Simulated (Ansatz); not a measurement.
Ansatz (a first-principles code) input (PBE/6-311+G**): The .json file is the Basis Set Exchange's 6-311+G**.

Ansatz 0.2 input:
```yaml
crystal:
  periodic: [false, false, false]
  atoms:
    - {symbol: C, position_ang: [-0.01757571, 0.09245593, 1.57136089]}
    - {symbol: C, position_ang: [-0.00253030, 0.02041354, 0.22468106]}
    - {symbol: H, position_ang: [-0.01957867, -0.94890930, 1.97860204]}
    - {symbol: C, position_ang: [0.00393210, 1.27502722, -0.63260020]}
    - {symbol: H, position_ang: [-0.00533690, 2.15164792, 0.01652705]}
    - {symbol: H, position_ang: [0.89047130, 1.33342414, -1.28748007]}
    - {symbol: H, position_ang: [-0.86819721, 1.32921117, -1.30690294]}
    - {symbol: C, position_ang: [0.00994611, -1.24288159, -0.63099270]}
    - {symbol: H, position_ang: [0.00510366, -2.13392940, 0.00074878]}
    - {symbol: H, position_ang: [-0.86054684, -1.30287082, -1.30779127]}
    - {symbol: H, position_ang: [0.89545144, -1.29866425, -1.28839789]}
basis:
  gaussian:
    orbitals: 6-311+G__.json
hamiltonian:
  xc: {name: PBE}
total_charge: -1
output: {forces: true}
```

Output:

```
WARN ansatz: RAYON_NUM_THREADS=1 ignored (pool sized by the plan → 1); use --threads N
Functional definition: PBE
integrals: 0.05 GiB planned
1028 factors; their error is unknown
mean field: 0.39 GiB planned
mean field evaluation 1: about -4243.4729 eV, gradient 6.6e1 eV
mean field evaluation 2: about -4132.9567 eV, gradient 1.5e2 eV
mean field evaluation 4: about -4254.9666 eV, gradient 1.0e1 eV
mean field evaluation 8: about -4255.3277 eV, gradient 1.3e-1 eV
mean field evaluation 16: about -4255.3073 eV, gradient 4.6e-4 eV
mean field -4255.30732152 eV, -156.3796597151 hartree, gradient 1.0e-5 eV, S^2 0.000000; 0 other end points of the search recorded, 0 dependent functions left out
the calculation of the forces begins
reference -4255.30738070 eV, -156.3796618899 hartree; 16, 16 occupied and 114, 114 virtual orbitals, 1028 factors
Total energy: -4255.30738070 eV, -156.3796618899 hartree
Atom 0 at    -0.017576     0.092456     1.571361 Å, force    -0.004709     0.084418     0.408089 eV/Å
Atom 1 at    -0.002530     0.020414     0.224681 Å, force     0.003337     0.129429    -0.330240 eV/Å
Atom 2 at    -0.019579    -0.948909     1.978602 Å, force    -0.001450    -0.165151     0.167082 eV/Å
Atom 3 at     0.003932     1.275027    -0.632600 Å, force     0.000103    -0.099388     0.012226 eV/Å
Atom 4 at    -0.005337     2.151648     0.016527 Å, force    -0.002631     0.242206     0.185662 eV/Å
Atom 5 at     0.890471     1.333424    -1.287480 Å, force     0.234556     0.010952    -0.160370 eV/Å
Atom 6 at    -0.868197     1.329211    -1.306903 Å, force    -0.231007     0.009837    -0.165512 eV/Å
Atom 7 at     0.009946    -1.242882    -0.630993 Å, force    -0.000703     0.070998     0.048219 eV/Å
Atom 8 at     0.005104    -2.133929     0.000749 Å, force    -0.001291    -0.256405     0.172551 eV/Å
Atom 9 at    -0.860547    -1.302871    -1.307791 Å, force    -0.237172    -0.014021    -0.171494 eV/Å
Atom 10 at     0.895451    -1.298664    -1.288398 Å, force     0.240967    -0.012876    -0.166213 eV/Å
Dipole moment:     0.013904    -0.357610    -1.181429 e Å
```

The dipole moment of an ion depends on the origin.
